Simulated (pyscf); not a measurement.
Thermochemistry of product channels of :HSi–AsH₂ (SMILES [SiH][AsH2]) [singlet] + SiH₄ (SMILES [SiH4]) on the singlet surface, in kJ/mol, from ωB97M-D3(BJ)/def2-TZVP energies (ideal gas, 1 atm, RRHO with modes under 100 cm⁻¹ raised to 100, one conformer, R ln 2 for rigid chiral ones). PySCF, gas phase, ωB97X-D3(BJ)/def2-SVP geometries.

| products | ΔE | ΔH(298 K) | ΔG(298 K) | ΔG(600 K) |
|---|---|---|---|---|
| H₃Si–SiH=AsH (SMILES [SiH3][SiH]=[AsH]) + H₂ (SMILES [H][H]) | (withheld) | -61.0 | -53.7 | (withheld) |
| H₃Si–SiH₂–AsH₂ (SMILES [SiH3][SiH2][AsH2]) | -200.8 | -192.8 | -151.9 | -111.6 |

### Question
Complete the blanks.

### Answer

- H₃Si–SiH=AsH (SMILES [SiH3][SiH]=[AsH]) + H₂ (SMILES [H][H]), ΔE: -58.5
- H₃Si–SiH=AsH (SMILES [SiH3][SiH]=[AsH]) + H₂ (SMILES [H][H]), ΔG(600 K): -48.5

These are energies of the channels, which say nothing of barriers. :HSi–AsH₂ [singlet] lies 70.3 kJ/mol over its isomer H₂Si=AsH, and others may lie lower still (electronic energy, ωB97M-D3(BJ)). H₃Si–SiH=AsH lies 38.4 kJ/mol over its isomer cyclic H₅AsSi₂ (SMILES [SiH2]1[SiH2][AsH]1), and others may lie lower still (electronic energy, ωB97M-D3(BJ)). Elements up to Kr have no core potential and no relativistic terms here.
